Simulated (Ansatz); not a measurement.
**C5H10S: one species, many methods**

An exercise on one series of results from a longer session: the logs are not shown, and one member is left open.

Method: functionals in def2-TZVPP, the program's frozen cores in correlated methods; program: Ansatz 0.2.0, Gaussian basis.

The runs, in order: LDA (SPW92), PBE-D4, revPBE-D4, BLYP-D4, r2SCAN-D4, B97M-V, PBE0-D4, B3LYP-D4, r2SCANh-D4, r2SCAN0-D4, HSE06-D4, BHLYP-D4, CAM-B3LYP-D4, LC-ωPBE, ωB97X-V, ωB97M-V, B2PLYP, PBE-QIDH; CCSD(T)/def2-SVP; CCSD(T)/def2-TZVPP; MP2/def2-QZVPP; extrapolation to the limit; RPA on PBE.

## The relaxed structure

All runs share one geometry, relaxed beforehand with PBE0-D4 in a triple-zeta def2 set.

SMILES `C=CCSCC`, 16 atoms, charge 0, spin multiplicity 1.

Atoms are counted from 1 here; the program's logs count them from 0.

Bond lengths: C1–C2 1.327 Å, C1–H7 1.084 Å, C1–H8 1.086 Å, C2–C3 1.486 Å, C2–H9 1.087 Å, C3–S4 1.816 Å, C3–H10 1.093 Å, C3–H11 1.092 Å, S4–C5 1.805 Å, C5–C6 1.515 Å, C5–H12 1.093 Å, C5–H13 1.093 Å, C6–H14 1.094 Å, C6–H15 1.092 Å, C6–H16 1.092 Å. Angles: C2–C1–H7 121.6°, C2–C1–H8 121.4°, H7–C1–H8 117.0°, C1–C2–C3 124.2°, C1–C2–H9 119.9°, C3–C2–H9 115.8°, C2–C3–S4 112.0°, C2–C3–H10 111.3°, C2–C3–H11 111.5°, S4–C3–H10 103.8°, S4–C3–H11 110.3°, H10–C3–H11 107.7°, C3–S4–C5 101.1°, S4–C5–C6 114.6°, S4–C5–H12 104.1°, S4–C5–H13 108.5°, C6–C5–H12 110.8°, C6–C5–H13 111.3° and more.

Geometry (Å):

```mol
C5H10S
  3D, bonds by distance, orders not assigned

 16 15  0  0  0  0  0  0  0  0999 V2000
   -1.6116   -1.4786   -0.5074 C   0  0
   -0.4318   -1.7932    0.0117 C   0  0
    0.2160   -1.0514    1.1238 C   0  0
    1.7393   -0.2207    0.5891 S   0  0
    1.0894    0.9473   -0.6235 C   0  0
    0.2826    2.0859   -0.0327 C   0  0
   -2.0355   -2.0365   -1.3340 H   0  0
   -2.1996   -0.6542   -0.1154 H   0  0
    0.1426   -2.6162   -0.4068 H   0  0
    0.5522   -1.7314    1.9114 H   0  0
   -0.4687   -0.3316    1.5775 H   0  0
    1.9793    1.3257   -1.1327 H   0  0
    0.5073    0.3910   -1.3628 H   0  0
   -0.0326    2.7785   -0.8187 H   0  0
   -0.6201    1.7218    0.4624 H   0  0
    0.8684    2.6409    0.7023 H   0  0
  1  2  8  0
  2  3  8  0
  3  4  8  0
  4  5  8  0
  5  6  8  0
  1  7  8  0
  1  8  8  0
  2  9  8  0
  3 10  8  0
  3 11  8  0
  5 12  8  0
  5 13  8  0
  6 14  8  0
  6 15  8  0
  6 16  8  0
M  END
```

Set-up of the first run:

Input file in.yaml:

```yaml
crystal:
  periodic: [false, false, false]
  atoms:
    - {symbol: C, position_ang: [-1.611606, -1.478637, -0.507359]}
    - {symbol: C, position_ang: [-0.431801, -1.793248, 0.011709]}
    - {symbol: C, position_ang: [0.216042, -1.051444, 1.123836]}
    - {symbol: S, position_ang: [1.739294, -0.220691, 0.589063]}
    - {symbol: C, position_ang: [1.089445, 0.947325, -0.623484]}
    - {symbol: C, position_ang: [0.282573, 2.085927, -0.032704]}
    - {symbol: H, position_ang: [-2.035548, -2.036489, -1.334037]}
    - {symbol: H, position_ang: [-2.199636, -0.654170, -0.115365]}
    - {symbol: H, position_ang: [0.142598, -2.616220, -0.406818]}
    - {symbol: H, position_ang: [0.552223, -1.731388, 1.911359]}
    - {symbol: H, position_ang: [-0.468705, -0.331559, 1.577474]}
    - {symbol: H, position_ang: [1.979326, 1.325679, -1.132728]}
    - {symbol: H, position_ang: [0.507278, 0.390985, -1.362795]}
    - {symbol: H, position_ang: [-0.032583, 2.778471, -0.818673]}
    - {symbol: H, position_ang: [-0.620130, 1.721815, 0.462373]}
    - {symbol: H, position_ang: [0.868427, 2.640945, 0.702250]}
basis:
  gaussian: {orbitals: def2-TZVPP}
hamiltonian: {xc: lda}
output: {orbitals: {seedname: orbitals}}
```

The run is started by

```sh
$ ansatz run in.yaml --threads 2 --pin off --events-out ev --progress --plain --max-ram 22528MiB --backend cuda --devices 0, --max-vram 18GiB
```

Among the steps run: LDA; PBE-D4 (GGA); revPBE-D4 (GGA); BLYP-D4 (GGA); r2SCAN-D4 (meta-GGA); B97M-V (meta-GGA); PBE0-D4 (hybrid); B3LYP-D4 (hybrid); r2SCANh-D4 (hybrid); r2SCAN0-D4 (hybrid); HSE06-D4 (hybrid); BHLYP-D4 (hybrid); CAM-B3LYP-D4 (range-separated); LC-ωPBE (range-separated); ωB97X-V (range-separated); ωB97M-V (range-separated); B2PLYP (double hybrid); PBE-QIDH (double hybrid).

One table of the session follows, with a row left open; its other results are not shown here.

It belongs to the step «Frontier levels by functional». 

```
  functional  HOMO (eV)  gap (eV)
 LDA (SPW92)      -5.27      4.00
      PBE-D4      -5.15      4.12
   revPBE-D4      -5.09      4.16
     BLYP-D4      -5.00      4.12
   r2SCAN-D4      -5.37      4.56
      B97M-V      -5.49      4.75
     PBE0-D4      -6.34      6.33
    B3LYP-D4      -6.12      5.88
  r2SCANh-D4      -5.82      5.38
  r2SCAN0-D4          ?         ?
    HSE06-D4      -5.94      5.55
    BHLYP-D4      -7.43      8.54
CAM-B3LYP-D4      -7.68      8.81
     LC-ωPBE      -9.06     11.36
     ωB97X-V      -8.71     10.92
     ωB97M-V      -8.56     10.63
```

**Question.** Estimate the row for r2SCAN0-D4.

Worked estimate for «HOMO (eV)». Against the share of exact exchange, r2SCAN-D4 (0, -5.37), r2SCANh-D4 (0.1, -5.82) give a slope of -4.50 per unit share; at 0.25 the line stands at -6.49.

The run gave: HOMO (eV): -6.49; gap (eV): 6.60. In «HOMO (eV)» the line misses by 0.00.
